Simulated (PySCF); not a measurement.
# OF₂: structure of the singlet

The task is one start of a wider search on OF₂: the singlet, from a bent start. It is relaxed, tested by its Hessian and followed downhill if it is a saddle.

The runs use PySCF 2.14.0; B3LYP, basis O def2-TZVP, F def2-TZVP, no relativity, density fitting.

### 1 Starting geometry

3 atoms, charge 0, spin multiplicity 1.

Bond lengths: O1–F2 1.270 Å, O1–F3 1.270 Å. Angles: F2–O1–F3 110.0°.

```xyz
3
charge 0 multiplicity 1
O     0.0000    0.0000    0.0000
F     1.0403    0.0000    0.7284
F    -1.0403    0.0000    0.7284
```

### 2 Finding the electronic state

The steps below are one call of a driver around PySCF. For each, scf.py gives the equivalent set-up of the SCF; relaxations use the driver's own optimiser. After this first run the driver tries any further starts and a stability analysis.

Contents of scf.py:

```python
from pyscf import gto, scf, dft
mol = gto.M(atom='''
O      0.000000     0.000000     0.000000
F      1.040300     0.000000     0.728400
F     -1.040300     0.000000     0.728400''',
    basis={'O': 'def2-TZVP', 'F': 'def2-TZVP'},
    charge=0, spin=0)
mf = dft.RKS(mol, xc='B3LYP')
mf.grids.atom_grid = (50, 194)
aux = {'O': 'def2-universal-JKFIT', 'F': 'def2-universal-JKFIT'}
mf = mf.density_fit(auxbasis=aux)
mf.conv_tol = 1e-08
mf.diis_space = 10
mf.max_cycle = 60
mf.init_guess = 'minao'
mf.verbose = 4
mf.kernel()
```

Started as:

```console
> OMP_NUM_THREADS=2 python axn.py task.json out
```

Standard output:

```text
init E= -275.380614558103
  HOMO = -0.280858550317618  LUMO = -0.0210287609488149  gap/eV = 7.07033
cycle= 1 E= -274.722546942469  delta_E= 0.658  |g|=  0.5  |ddm|= 1.64
  HOMO = -0.331693358912233  LUMO = -0.0299769628882203  gap/eV = 8.21012
cycle= 2 E= -274.693049966409  delta_E= 0.0295  |g|= 0.667  |ddm|= 0.424
  HOMO = -0.301312399381786  LUMO = 0.00166785301210126  gap/eV = 8.24451
cycle= 3 E= -274.751234489624  delta_E= -0.0582  |g|= 0.16  |ddm|= 0.309
  HOMO = -0.307439609927783  LUMO = 0.0045256848701456  gap/eV = 8.48901
cycle= 4 E= -274.754905362351  delta_E= -0.00367  |g|= 0.0115  |ddm|= 0.0744
  HOMO = -0.309611959240044  LUMO = 0.00231676347868159  gap/eV = 8.48801
cycle= 5 E= -274.754919530629  delta_E= -1.42e-05  |g|= 0.00465  |ddm|= 0.00678
  HOMO = -0.308675116742343  LUMO = 0.00332046443168821  gap/eV = 8.48983
cycle= 6 E= -274.754922696766  delta_E= -3.17e-06  |g|= 0.000428  |ddm|= 0.00295
  HOMO = -0.308730207975863  LUMO = 0.00326306404122079  gap/eV = 8.48977
cycle= 7 E= -274.754922722423  delta_E= -2.57e-08  |g|= 4.87e-05  |ddm|= 0.000223
  HOMO = -0.308726971263255  LUMO = 0.00326513700176179  gap/eV = 8.48974
cycle= 8 E= -274.75492272285  delta_E= -4.27e-10  |g|= 5.87e-06  |ddm|= 4.09e-05
  HOMO = -0.308726838921814  LUMO = 0.00326522023480891  gap/eV = 8.48974
Extra cycle  E= -274.754922722857  delta_E= -7.73e-12  |g|= 2.24e-06  |ddm|= 6.11e-06
converged SCF energy = -274.754922722857
```

This step, with its further starts and checks, took 4.6 s on 2 threads of Arm Neoverse V1, shared host.

Energies from each starting density:

| start | energy (Eh) |
| --- | --- |
| the minimal-basis guess | -274.754923 |
| a thermally smeared density | -274.754923 |
| a smeared PBE density | -274.754923 |

The test of internal stability and the other starts found no lower closed-shell solution.

### 3 Relaxation: bent start, singlet

The program finds C2v symmetry in the start, which this walk keeps. Threshold on the gradient: 0.0003 Eh/bohr, with a further test on the energy change.

Changes to scf.py since step 2:

```diff
@@ -3,3 +3,3 @@
-O      0.000000     0.000000     0.000000
-F      1.040300     0.000000     0.728400
-F     -1.040300     0.000000     0.728400''',
+O      0.000000     0.000000    -0.512613
+F      1.040300     0.000000     0.215787
+F     -1.040300     0.000000     0.215787''',
@@ -15 +14,0 @@
-mf.init_guess = 'minao'
```

Steps of the walk:

| step | energy (Eh) | change (kJ/mol) | largest symmetric gradient (Eh/bohr) |
| --- | --- | --- | --- |
| 0 | -274.754923 | 0.00 | 0.17356 |
| 1 | -274.778550 | -62.03 | 0.06513 |
| 2 | -274.784631 | -78.00 | 0.01541 |
| 3 | -274.785499 | -80.28 | 0.00579 |
| 4 | -274.785567 | -80.46 | 0.00045 |
| 5 | -274.785568 | -80.46 | 0.00001 |

The walk took 3.8 s.

End point (C2v, 5 steps, 80.5 kJ/mol gained): O–F 1.402 Å (×2); F–O–F 104.0°.

### 4 Is it a minimum? Harmonic modes

On the finer grid the gradient is checked again; gradients at displacements of ±0.02 bohr then give force constants and infrared intensities.

Changes to scf.py since step 3:

```diff
@@ -3,3 +3,3 @@
-O      0.000000     0.000000    -0.512613
-F      1.040300     0.000000     0.215787
-F     -1.040300     0.000000     0.215787''',
+O      0.000000     0.000000    -0.607391
+F      1.104930     0.000000     0.255684
+F     -1.104930     0.000000     0.255684''',
@@ -9 +9 @@
-mf.grids.atom_grid = (50, 194)
+mf.grids.atom_grid = (75, 302)
@@ -12 +12 @@
-mf.conv_tol = 1e-08
+mf.conv_tol = 1e-10
```

This SCF starts from the last density.

SCF at the final geometry:

```text
init E= -274.785582491338
  HOMO = -0.350858430539411  LUMO = -0.10724877124015  gap/eV = 6.62896
cycle= 1 E= -274.785582491337  delta_E= 5.68e-13  |g|= 3.87e-07  |ddm|= 2.55e-07
  HOMO = -0.350858358315364  LUMO = -0.107248719226231  gap/eV = 6.62896
Extra cycle  E= -274.785582491337  delta_E= 6.82e-13  |g|= 9.54e-07  |ddm|= 5.35e-07
converged SCF energy = -274.785582491337
```

The whole step took 10 s.

Geometry: C2v; O–F 1.402 Å (×2); F–O–F 104.0°.

Modes, for the most abundant isotopes:

| symmetry | ω (cm⁻¹) | IR (km/mol) |
| --- | --- | --- |
| a1 | 481 | 0.8 |
| b2 | 890 | 108 |
| a1 | 1017 | 12.5 |

Every mode is real; the point is a minimum.

Properties at this point:

| Quantity | Value |
| --- | --- |
| Dipole moment | 0.31 D |
| Highest occupied level | -9.55 eV |
| Lowest empty level | -2.92 eV |
| Rotational constants | 2.01, 0.3634, 0.3078 cm⁻¹ |
| Zero-point energy | 14.3 kJ/mol |
| Principal polarisabilities | 6.2, 10.5, 17.9 bohr³ |
| Atomisation energy without zero-point energy | 391 kJ/mol |
| Principal traceless quadrupole moments about the centre of mass | -0.37, -0.16, 0.53 D Å |
| Entropy at 298.15 K and 1 bar | 246.7 J/(mol K) |
| Heat capacity Cp at 298.15 K | 42.3 J/(mol K) |
| Enthalpy at 298.15 K above 0 K | 10.78 kJ/mol |
| Rotational symmetry number | 2 |

Charges (e) and bond orders:

| atom | Mulliken | Löwdin | polar tensor | Mayer order to O1 |
| --- | --- | --- | --- | --- |
| O1 | 0.13 | 0.04 | 0.50 | – |
| F2,3 | -0.06 | -0.02 | -0.25 | 0.94 |

Mulliken populations on O1: s 3.94, p 3.86, d 0.07, f 0.00.

### 5 Would spin polarisation lower it?

At the lowest minimum the closed shell is tested against spin polarisation, on the (50, 194) grid. It is stable.

### 6 Summary of results

| quantity | value |
| --- | --- |
| minimum | singlet, C2v |
| geometry | O–F 1.402 Å (×2); F–O–F 104.0° |
| wavenumbers (cm⁻¹) | 481 (a1), 890 (b2), 1017 (a1) |
| dipole moment | 0.31 D |
| highest occupied, lowest empty level | -9.55, -2.92 eV |
| polar-tensor charge of O1 | +0.50 e |
| zero-point energy | 14.3 kJ/mol |
| entropy at 298.15 K | 246.7 J/(mol K) |
| atomisation energy (no zero-point energy) | 391 kJ/mol |

In words: The molecule stays C2v, as typed, and the end point is a minimum. In the infrared the band at 890 cm⁻¹ (b2) leads. Other starts or spin states, not run here, may lie lower.

The search up to here took 20 s on 2 threads of Arm Neoverse V1, shared host.
